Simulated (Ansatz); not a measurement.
Anatase TiO2 (metastable phase) was calculated with r²SCAN (PAW; Ansatz, a program for electronic structure).

Run with plane-wave cutoff 600 eV, 10×10×10 k mesh, no spin polarisation, scalar-relativistic PAW data made under PBE.

Computed at the level's own relaxed cell.

Elastic tensor (GPa, Voigt notation, ions relaxed):

```
  363.9   158.8   152.7     0.0     0.0     0.0
  158.8   363.9   152.7     0.0     0.0     0.0
  152.7   152.7   209.1     0.0     0.0     0.0
    0.0     0.0     0.0    50.6     0.0     0.0
    0.0     0.0     0.0     0.0    50.6     0.0
    0.0     0.0     0.0     0.0     0.0    64.8
```

Q: Work out the Voigt, Reuss and Hill averages of the bulk and shear moduli, Young's modulus and Poisson's ratio from the printed constants.

A: K_V = [C11 + C22 + C33 + 2(C12 + C13 + C23)]/9 = [936.9 + 2 × 464.2]/9 = 207.3 GPa. G_V = [936.9 − 464.2 + 3 × 166.0]/15 = 64.7 GPa. From the compliances S = C⁻¹, K_R = 189.8 and G_R = 59.1 GPa. Hill means: K = 198.6, G = 61.9 GPa. E = 9KG/(3K + G) = 168 GPa, ν = (3K − 2G)/(6K + 2G) = 0.36, K/G = 3.21.

Static lattice: no zero-point or thermal effects.
